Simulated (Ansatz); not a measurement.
# Zn (model structure, started from the beta-Sn type, I4₁/amd, No. 141, 2 atoms in the cell): equilibrium volume per atom by level of theory

No measured value is used here.

Put these levels in order of the equilibrium volume per atom that they give for Zn (model structure, started from the beta-Sn type, I4₁/amd, No. 141, 2 atoms in the cell), smallest first: PBE (Ansatz, a quantum-chemistry and plane-wave program), PBE-D3(BJ) (Ansatz), PBEsol (Ansatz), r²SCAN (Ansatz).

PBEsol (16.08 Å³/atom), PBE-D3(BJ) (16.29 Å³/atom), r²SCAN (16.45 Å³/atom), PBE (17.33 Å³/atom)

Ansatz's density-functional and Hartree–Fock values are scalar-relativistic unless marked +SOC, with PAW data made under PBE.

A model structure was made by putting elements into a prototype or built by hand; it is no filed structure, need not be a known phase, and can be a saddle point held by its symmetry.
